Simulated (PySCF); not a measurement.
Identify the compound

An unknown has the formula C3H6O. Its calculated NMR data are:

¹H NMR (300 MHz, computed): δ 3.24 (m, 1H), 0.53 (br s, 1H), 0.51 (m, 2H), 0.43 (m, 2H).

¹³C{¹H} NMR (computed): δ 46.9 (CH), 9.4 (CH2, 2C).

Computational details: J couplings at B3LYP/pcJ-1 (without the spin–dipole term), geometry from PBE0-D3(BJ)/def2-SVP, σ from GIAO-PBE0/pcSseg-1, in PySCF 2.14.0 with density-fitted response routines (non-relativistic, gas phase, a single conformation, fast rotation and ring inversion assumed for equivalent nuclei).

Chemical shifts δ = σref − σ; TMS for ¹H (σ = 31.27 ppm), ¹³C (σ = 184.41 ppm), all at this level.

Task: Deduce the structure.

Result: 
1. The formula gives 1 degree of unsaturation (1 ring in the answer).
2. 2 carbon signals for 3 carbons: some carbons are equivalent by symmetry or fast rotation.
3. Carbon types of the structure: 1 × CH, 2 × CH2, leaving 1 H on heteroatoms.
4. δC 46.9, 9.4: three-membered-ring carbon.
5. δH 3.24, 0.51, 0.43: hydrogen on a three-membered-ring carbon.
6. δH 0.53: hydrogen on an alcohol oxygen; exchangeable; this is the value without hydrogen bonding to other molecules.

These data were computed for SMILES OC1CC1.

The OH or NH signal is concentration- and solvent-dependent in practice; the value given is the gas-phase one. Multiplet labels drop couplings under 1 Hz and merge nearly equal ones. Couplings among chemically equivalent protons are left out too, so labels in AA′BB′ or AA′XX′ sets are apparent multiplicities. Unscaled 3J(H,H) at this level run about 9 % above measured values. Shifts are as computed. Against solution values, carbons near 30 ppm lie about +2 ppm off and those near 130 ppm about +4 ppm. Of 246 compounds with measured shifts, 49 miss one by over three times the rms of a fit or turn the order of signals round; such compounds aren't used in these exercises.
